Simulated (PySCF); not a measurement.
# Structure from NMR data

Molecular formula: C₃H₃F₃. Simulated spectra:

1H NMR (400 MHz, computed): δ 6.23 (m, 1H), 6.00 (m, 1H), 5.90 (m, 1H).

13C{1H} NMR (computed): δ 136.1 (q, J = 38.0 Hz), 131.0 (q, J = 6.4 Hz), 127.2 (q, J = 335.8 Hz).

Computed data (PySCF 2.14): PBE0-D3(BJ)/def2-SVP geometry, NMR shieldings at PBE0/pcSseg-1/GIAO, J couplings at B3LYP/pcJ-1. No relativistic terms, rapidly exchanging positions averaged, no solvent model, a single conformation.

Scale: TMS for 1H and 13C (reference shieldings calculated alike).

Question: What is the structure?

Answer: 
Rings plus π bonds: 1 (no ring in the answer). 3 carbon signals for 3 carbons: no two carbons are equivalent. Carbon types of the structure: 1 × C, 1 × CH, 1 × CH2, which accounts for all hydrogens. δC 136.1: alkene CH; an sp2 carbon of a C=C bond. δC 131.0: terminal =CH2 carbon; the olefinic region. δC 127.2: CF3 carbon; 3 electronegative neighbours deshield it. δH 6.23, 5.90: hydrogen on a terminal =CH2 carbon; a vinylic proton, deshielded by the sp2 carbon and the C=C anisotropy. δH 6.00: hydrogen on an alkene CH; a vinylic proton, deshielded by the sp2 carbon and the C=C anisotropy.

The compound is `InChI=1S/C3H3F3/c1-2-3(4,5)6/h2H,1H2`.

This is the structure that produced the data.

Common functionals overestimate the size of one-bond C–F couplings by tens of Hz; these are unscaled. Multiplet labels drop couplings under 1 Hz and merge nearly equal ones. Unscaled 3J(H,H) at this level run about 9 % above measured values. Shifts are as computed. Against solution values, carbons near 30 ppm lie about +2 ppm off and those near 130 ppm about +4 ppm. Of 246 compounds with measured shifts, 49 miss one by over three times the rms of a fit or turn the order of signals round; such compounds aren't used in these exercises.
